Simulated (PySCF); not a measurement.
Gas-phase reaction: 4 H₂CSiH₂ + C₃H₄ (allene) = Si₂C + 2 (CH₃)₃SiH. Level: ωB97M-V/def2-TZVP†; standard pressure 1 bar.

Method: PySCF energies plus ideal-gas RRHO corrections (1 bar). S°(298 K) at PBE0/def2-TZVP differs from the NASA 1993 table for Si₂C (+23 J/mol/K); whether the harmonic model or the table's entry is off was not settled. † marks an energy on the PBE0/def2-TZVP geometry and frequencies. All species are closed-shell singlets. H₂CSiH₂: computed as isolated molecules; such fragments, hydroxides, amides, oligomers or adducts are transient or little studied in the gas. The harmonic model lacks anharmonicity and excited electronic states, which grow with temperature; levels with a mode under 35 cm⁻¹ are left out. Internal rotation in (CH₃)₃SiH is treated as a harmonic vibration of one conformer, which makes the entropy rough.

| T (K) | 1000/T (1/K) | log10 K |
|---|---|---|
| 500 | 2.0000 | 59.98 |
| 600 | 1.6667 | 47.40 |
| 800 | 1.2500 | ? |
| 1000 | 1.0000 | 22.25 |
| 1200 | 0.8333 | 15.99 |
| 1400 | 0.7143 | 11.53 |

Fit log10 K = a + b·(1000/T) to the five rows, get the mean ΔH° and ΔS°, and predict log10 K at 800 K.

Means: 1000/T = 1.2429, log10 K = 31.430. Sums of products about the means: Sxy = 47.45648, Sxx = 1.258997, so b = Sxy/Sxx = 37.69 and a = 31.430 − (37.69)×1.2429 = -15.41.
ΔH° = −R ln 10 × 1000 K × b = −19.145 × (37.69) = -722 kJ; ΔS° = R ln 10 × a = -295 J/K. The run's own values go from -723 kJ and -297 J/K at 500 K to -714 kJ and -290 J/K at 1400 K.
Prediction at 800 K: -15.41 + (37.69)×1.2500 = 31.70. The computed value is 31.67, 0.03 from the line.
For scale, ΔH°(298 K) is -722 kJ at this level, -718 kJ at ωB97X-V/def2-TZVP†, and runs from -741 to -325 kJ over the 18 levels computed.
